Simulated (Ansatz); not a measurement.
# Which is lower?

Two isomers of MgH3SO (charge +1), singlet, relaxed at PBE0-D4/def2-TZVP (vibrations not checked).

A:

O1  (-1.403, 0.340, -0.757)
S2  (2.428, -1.235, -1.550)
Mg3  (0.420, -0.393, -1.055)
H4  (-2.198, -0.162, -0.531)
H5  (-1.671, 1.268, -0.826)
H6  (2.853, -1.130, -0.275)
(Å)

B:

Mg1  (0.792, -0.070, 1.227)
O2  (0.374, 0.446, -0.677)
S3  (-1.303, 0.495, -0.413)
H4  (-1.581, -0.732, -0.909)
H5  (0.646, 0.825, -1.527)
H6  (1.519, -0.536, 2.646)
(Å)

Program: Ansatz 0.2.0. Basis: def2-TZVPP. Cores are frozen in the correlated methods. The outer core shell of Li, Na, Mg and K is correlated. The def2 sets are not built for correlating such inner shells, so the correlated values are less sure here. B3LYP uses VWN-RPA correlation.

Which structure is lower at CCSD(T), and by how much? (An estimate is asked for; the value comes from the calculation.)

The calculation gives: A, by 2.693 eV (electronic energy, against the other). By their contacts, A is MgH₃SO ([OH2][Mg][SH]), total charge +1 and B is MgH₃SO ([OH]1[MgH][SH]1), total charge +1.

All methods give the same order:

```
   method  E(B) − E(A) (eV)
   PBE-D4             2.556
r2SCAN-D4             2.710
  PBE0-D4             2.682
 B3LYP-D4             2.582
  wB97M-V             2.598
       HF             2.780
      MP2             2.848
     CCSD             2.705
  CCSD(T)             2.693
```

T1 diagnostic: at most 0.012.

Labels in which every atom is bracketed show which atoms are joined, not bond orders.
